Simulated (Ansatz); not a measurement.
# Reading a saddle point

A first-order saddle point of AlNH4, singlet, PBE0-D4/def2-TZVP, with one imaginary mode of 716i cm⁻¹:

```
6
angstrom
Al -0.7222 0.1799 -0.0831
H 0.8042 1.1525 -0.6072
N 0.4038 -0.9312 0.4761
H 1.0513 0.4162 -0.2297
H -2.0010 1.0067 -0.4931
H 0.4640 -1.8240 0.9371
```

Ansatz 0.2.0; basis: def2-TZVPP and def2-QZVPP; cores frozen in the correlated methods. Extrapolation: Hartree–Fock as exp(−7.88 √X), correlation as X^−2.97.

(1) Which contacts change along the imaginary mode, and what lies on either side? (A judgement: the text doesn't fix the answer.)

(2) Which side is lower, and how far does the saddle lie above each? (Judge from chemistry; the value comes from the calculation.)

No T1 diagnostic of these runs exceeds 0.028. The T1 diagnostic is large here, which may signal multireference character or strong orbital relaxation, so CCSD(T) is less sure.

Results:

(1) The calculation gives: The step is AlNH₄ ([NH2][AlH2]) → AlNH₂ ([NH][AlH]) + H₂, with the molecules in contact on both sides. Shortening one way: H2–H4; lengthening the same way: Al1–H2, N3–H4.
```csv
pair,one side (Å),saddle (Å),other side (Å)
H2–H4,3.14,0.86,0.76
Al1–H2,1.58,1.88,2.30
N3–H4,1.01,1.65,2.34
```

(2) Computed: The side with Al1–H2, N3–H4 short is lower by 2.922 eV; the saddle lies 3.153 eV above it and 0.231 eV above the other (CCSD(T) at an estimated basis limit (MP2 extrapolated from triple and quadruple zeta, plus CCSD(T) − MP2 in triple zeta); electronic energies).

Labels in which every atom is bracketed show which atoms are joined, not bond orders.

For scale, one of the runs: CCSD(T)/def2-TZVPP, 129 basis functions, launched by `ansatz run in.yaml --threads 2 --pin off --events-out ev --progress --plain --max-ram 4352MiB`. The run took about 4.1 s on 2 CPU threads of an Intel Xeon Platinum 8488C (shared host).
